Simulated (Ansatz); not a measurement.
## Lattice parameter a of some cubic elemental metals

Method: r²SCAN+rVV10 in Ansatz (plane waves, PAW). References are measured values corrected to a static lattice. The table is a random draw of 6 from 25 solids with such references.

Values in Å.

```tsv
solid	reference	r²SCAN+rVV10	error (%)
bcc V	3.021	2.975	-1.52
bcc Mo	3.141	3.144	+0.10
antiferromagnetic bcc Cr	2.877	2.944	+2.33
fcc Pd	3.876	3.892	+0.41
bcc Ta	3.299	3.296	-0.09
fcc Sr	6.045¶	6.076	+0.51
```

Over these 6 solids the mean error is +0.29 %, the mean absolute error 0.83 % (median 0.46 %), and the worst case antiferromagnetic bcc Cr at +2.33 %; the value is too high in 4 of 6 cases. Over all 25, from unrounded values, the mean error is +0.34 % and the mean absolute error 0.73 % (median 0.41 %).

All these references are brought to a static lattice.

Spin–orbit coupling is left out, also for the solids with elements from indium on (bcc Ta); its size isn't shown.

¶ marks references of a special kind: fcc Sr, 6.045 Å (measured, low-temperature or extrapolated to 0 K; zero-point anharmonic expansion removed; as tabulated in Csonka et al. (2009), arXiv:0903.4037).

Differences are worked out from the printed values.

Caveats: the commensurate order stands in for chromium's spin-density wave, and the size of the moments varies much between levels (antiferromagnetic bcc Cr). Ansatz's density-functional and Hartree–Fock values are scalar-relativistic unless marked +SOC, with PAW data made under PBE.

Ansatz's runs of these crystals have no spin polarisation, but for antiferromagnetic bcc Cr. Meta-GGAs and exact exchange favour moments, which can bear on bcc V, antiferromagnetic bcc Cr, fcc Pd.

Density-functional runs with spin start from opposed moments for antiferromagnetic bcc Cr.

Not in this set, of the elemental metals with a reference value in our tables and a result at some level: 19 for a reference at room or unstated temperature. These can be a level's best or worst cases. Solids without a released value at any level aren't counted. Layered and molecular crystals are counted apart. The metals Ce to Yb are counted apart.

References as tabulated in Mejia-Rodriguez and Trickey (2018), arXiv:1807.09216; Levämäki et al. (2014), arXiv:1402.3671; Csonka et al. (2009), arXiv:0903.4037.

Ansatz is a program for electronic structure.
